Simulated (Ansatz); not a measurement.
## What a trial cell of Y₃V relaxes into

The calculation used DFT PBE, scalar-relativistic, plane waves, PAW in Ansatz. Cutoff 420 eV, Γ-centred k mesh, Gaussian smearing, collinear spin, first started from parallel moments.

Y₃V was placed on the Ni3Sn (D0_19) structure type (P6_3/mmc, No. 194), with V in place of Sn, Y in place of Ni, at a guessed volume.

```
CELL_PARAMETERS angstrom
6.47559 0.00000 0.00000
-3.23779 5.60802 0.00000
0.00000 0.00000 5.19766
ATOMIC_POSITIONS crystal
Y 0.83300 0.66600 0.25000
Y 0.16700 0.83300 0.75000
Y 0.33400 0.16700 0.25000
Y 0.16700 0.33400 0.75000
Y 0.83300 0.16700 0.25000
Y 0.66600 0.83300 0.75000
V 0.33333 0.66667 0.25000
V 0.66667 0.33333 0.75000
```

Cell and atoms relax at zero pressure; the relaxation can't lower the symmetry of the start. After a coarse first stage the cell is made exact in the group found at 0.06 Å.

The zero of energy is the elements' standard structures at the same level; no fitted shifts are applied.

Which crystal results?

It keeps P6_3/mmc (No. 194). The result has the Ni3Sn (D0_19) structure. Conventional cell: a = 6.937 Å, c = 5.291 Å. Y is coordinated by 2 V at 3.27 Å, 6 Y at 3.32–3.37 Å, 2 V at 3.47 Å and 2 Y at 3.62 Å; V is coordinated by 6 Y at 3.27 Å and 6 Y at 3.47 Å.

Space group P6_3/mmc (No. 194). a = 6.937 Å, b = 6.937 Å, c = 5.291 Å, α = 90.00°, β = 90.00°, γ = 120.00°
```
atom site symmetry x y z
   Y    6h mm2  0.8262  0.6524  0.2500
   V    2c      -6m2  0.3333  0.6667  0.2500
```

What are its volume, energy, gap and moment?

The volume per atom is 27.56 Å³, the density is 4.78 g/cm³ and the energy over the elements is 0.31 eV/atom. The gap on the 6×6×8 mesh is 0 eV (a metal). The net moment per atom is 0.54 μB. The largest site moment is 2.44 μB.

The final run used a 6×6×8 mesh on its 8-atom cell and 0.10 eV smearing. For metals, differences of a few meV/atom aren't resolved. A structure relaxed within its symmetry needn't be a true minimum. The steps took roughly 7 core-minutes in all.